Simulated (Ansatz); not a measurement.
**C2H6N2: one species, many methods**

One table from this session's results is given with a row withheld; the runs are named, their logs left out.

Method: functionals in def2-TZVPP, the program's frozen cores in correlated methods; program: Ansatz 0.2.0, Gaussian basis.

Levels to be run: LDA (SPW92), PBE-D4, revPBE-D4, BLYP-D4, r2SCAN-D4, B97M-V, PBE0-D4, B3LYP-D4, r2SCANh-D4, r2SCAN0-D4, HSE06-D4, BHLYP-D4, CAM-B3LYP-D4, LC-ωPBE, ωB97X-V, ωB97M-V, B2PLYP, PBE-QIDH; CCSD(T)/def2-SVP; CCSD(T)/def2-TZVPP; MP2/def2-QZVPP; extrapolation to the limit; RPA on PBE.

## Structure used throughout

All runs share one geometry, relaxed beforehand with PBE0-D4 in a triple-zeta def2 set.

SMILES `N/C=C\N`, 10 atoms, charge 0, spin multiplicity 1.

Atoms are counted from 1 here; the program's logs count them from 0.

Bond lengths: N1–C2 1.404 Å, N1–H5 1.008 Å, N1–H6 1.013 Å, C2–C3 1.333 Å, C2–H7 1.082 Å, C3–N4 1.404 Å, C3–H8 1.082 Å, N4–H9 1.008 Å, N4–H10 1.013 Å. Angles: C2–N1–H5 113.2°, C2–N1–H6 112.3°, H5–N1–H6 109.5°, N1–C2–C3 122.4°, N1–C2–H7 117.2°, C3–C2–H7 120.3°, C2–C3–N4 122.3°, C2–C3–H8 120.3°, N4–C3–H8 117.3°, C3–N4–H9 113.2°, C3–N4–H10 112.3°, H9–N4–H10 109.5°.

Set-up of the first run:

File in.yaml:

```yaml
crystal:
  periodic: [false, false, false]
  atoms:
    - {symbol: N, position_ang: [-0.341233, 0.948105, -1.130543]}
    - {symbol: C, position_ang: [-0.287208, -0.409394, -0.777456]}
    - {symbol: C, position_ang: [0.094889, -0.817037, 0.432816]}
    - {symbol: N, position_ang: [0.534673, 0.077397, 1.421794]}
    - {symbol: H, position_ang: [-0.419747, 1.096541, -2.123991]}
    - {symbol: H, position_ang: [0.449085, 1.470162, -0.771954]}
    - {symbol: H, position_ang: [-0.623111, -1.126129, -1.514673]}
    - {symbol: H, position_ang: [0.125371, -1.872038, 0.669666]}
    - {symbol: H, position_ang: [0.579301, -0.336906, 2.339096]}
    - {symbol: H, position_ang: [-0.028922, 0.918099, 1.458144]}
basis:
  gaussian: {orbitals: def2-TZVPP}
hamiltonian: {xc: lda}
output: {orbitals: {seedname: orbitals}}
```

Run with:

```console
ansatz run in.yaml --threads 2 --pin off --events-out ev --progress --plain --max-ram 4352MiB
```

Steps of the session up to this table: LDA; PBE-D4 (GGA); revPBE-D4 (GGA); BLYP-D4 (GGA); r2SCAN-D4 (meta-GGA); B97M-V (meta-GGA); B3LYP-D4 (hybrid); r2SCANh-D4 (hybrid); r2SCAN0-D4 (hybrid); HSE06-D4 (hybrid); BHLYP-D4 (hybrid); CAM-B3LYP-D4 (range-separated); LC-ωPBE (range-separated); ωB97X-V (range-separated); ωB97M-V (range-separated); B2PLYP (double hybrid); PBE-QIDH (double hybrid).

One table of the session follows, with a row left open; its other results are not shown here.

It belongs to the step «Orbital energies across the functionals». 

| functional | HOMO (eV) | LUMO (eV) | gap (eV) |
| --- | --- | --- | --- |
| LDA (SPW92) | -4.07 | 0.02 | 4.09 |
| PBE-D4 | -3.91 | 0.14 | 4.05 |
| revPBE-D4 | -3.85 | 0.20 | 4.05 |
| BLYP-D4 | -3.80 | 0.11 | 3.90 |
| r2SCAN-D4 | -4.08 | 0.77 | 4.85 |
| B97M-V | -4.14 | 0.35 | 4.49 |
| PBE0-D4 | -5.06 | 1.00 | 6.06 |
| B3LYP-D4 | -4.87 | 0.63 | 5.51 |
| r2SCANh-D4 | -4.51 | 1.06 | 5.58 |
| r2SCAN0-D4 | -5.18 | 1.46 | 6.64 |
| HSE06-D4 | -4.66 | 0.63 | 5.29 |
| BHLYP-D4 | ? | ? | ? |
| CAM-B3LYP-D4 | -6.39 | 1.78 | 8.17 |
| LC-ωPBE | -7.70 | 3.14 | 10.84 |
| ωB97X-V | -7.35 | 2.92 | 10.27 |
| ωB97M-V | -7.28 | 2.45 | 9.73 |

**Question.** Estimate the row for BHLYP-D4.

Worked estimate for «HOMO (eV)». Against the share of exact exchange, BLYP-D4 (0, -3.80), B3LYP-D4 (0.2, -4.87) give a slope of -5.35 per unit share; at 0.5 the line stands at -6.47.

As computed: HOMO (eV): -6.11; LUMO (eV): 1.62; gap (eV): 7.73. In «HOMO (eV)» the line misses by -0.36.
